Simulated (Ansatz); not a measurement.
CF4, SMILES FC(F)(F)F, harmonic frequencies at the relaxed geometry

Computed with the Ansatz DFT code, driven from Python.

The script reads `cf4.xyz`:
```text
5

F    -0.83290    0.01130    1.02700
C    -0.01140   -0.00910   -0.00430
F     1.12290   -0.51430    0.42100
F    -0.43060   -0.78260   -0.97580
F     0.20190    1.22100   -0.50940
```

Notebook, run cell by cell (the value of a cell's last expression is shown):

In [1]:
```python
import itertools

import ansatz
from ase.data import atomic_numbers, covalent_radii
import numpy as np
```

In [2]:
```python
BASIS_SET = 'def2-SVP'
XC = 'B3LYP'
VDW = 'd4'
```

In [3]:
```python
geometry = ansatz.Crystal.molecule_from_extxyz('cf4.xyz')
```

In [4]:
```python
model = (
    geometry.calculation()
    .basis(gaussian=BASIS_SET)
    .functional(XC, dispersion=VDW)
)
symbols = [site.symbol for site in geometry.cartesian_sites]
start = np.array([site.position_ang for site in geometry.cartesian_sites], dtype=float)
rep = model.relax(force_tolerance=0.003).run(threads=1).report
end = np.array(rep['positions_ang'])
```

In [5]:
```python
# pairs closer than 1.2 times the sum of covalent radii, before or after
radius = [covalent_radii[atomic_numbers[s]] for s in symbols]
span = lambda where, i, j: np.linalg.norm(where[i] - where[j])
bonded = [(i, j) for i, j in itertools.combinations(range(len(symbols)), 2) if min(span(start, i, j), span(end, i, j)) < 1.2 * (radius[i] + radius[j])]
print('pair        before    after (A)')
for i, j in bonded:
    print(f'{symbols[i]}{i}-{symbols[j]}{j}'.ljust(10), f'{span(start, i, j):8.4f} {span(end, i, j):8.4f}')
```
```text
pair        before    after (A)
F0-C1        1.3187   1.3230
C1-F2        1.3125   1.3230
C1-F3        1.3107   1.3230
C1-F4        1.3468   1.3230
```

In [6]:
```python
# frequencies need a stationary point, so they are taken at the relaxed geometry
minimum = ansatz.Crystal.molecule()
for symbol, place in zip(symbols, end):
    minimum = minimum.atom(symbol, place.tolist())
vibrating = (
    minimum.calculation()
    .basis(gaussian=BASIS_SET)
    .functional(XC, dispersion=VDW)
    .phonons(temperatures=(298.15, 498.15, 100))
)
vib = vibrating.run(threads=1).report['vibrations']
sums = vib['harmonic_sums']
modes = [m['omega_inv_cm'] for m in sums['modes_at_gamma'] if m['rigid_motion'] == 'no']
for number, w in enumerate(modes, start=1):
    print(f'mode {number:2d} {w:9.1f} 1/cm {w / 8065.544 * 1000:8.2f} meV')
print('imaginary modes:', sum(w < 0 for w in modes), ' zero-point energy:', round(sums['zero_point_energy_ev'], 4), 'eV')
print('T (K)   F_vib (eV)   S_vib (meV/K)   C_vib (meV/K)')
for row in zip(sums['temperatures_k'], sums['vibrational_free_energy_ev'], vib['entropy_ev_per_k'], vib['heat_capacity_ev_per_k']):
    print(f'{row[0]:6.1f} {row[1]:11.4f} {1000 * row[2]:13.4f} {1000 * row[3]:15.4f}')
```
```text
mode  1     436.4 1/cm    54.10 meV
mode  2     436.4 1/cm    54.11 meV
mode  3     630.1 1/cm    78.12 meV
mode  4     630.1 1/cm    78.12 meV
mode  5     630.1 1/cm    78.12 meV
mode  6     917.6 1/cm   113.77 meV
mode  7    1304.9 1/cm   161.79 meV
mode  8    1304.9 1/cm   161.79 meV
mode  9    1304.9 1/cm   161.79 meV
imaginary modes: 0  zero-point energy: 0.4709 eV
T (K)   F_vib (eV)   S_vib (meV/K)   C_vib (meV/K)
 298.1      0.4600        0.1339          0.2863
 398.1      0.4416        0.2332          0.4009
 498.1      0.4133        0.3328          0.4871
```

The frequencies are harmonic and unscaled, in a modest basis. b3lyp holds the VWN-RPA fit, as in Gaussian; the form of ORCA and Turbomole is b3lyp5. Run time: 24 s on 1 thread of Arm Neoverse V1, with other jobs on the host, peak memory 0.21 GiB.
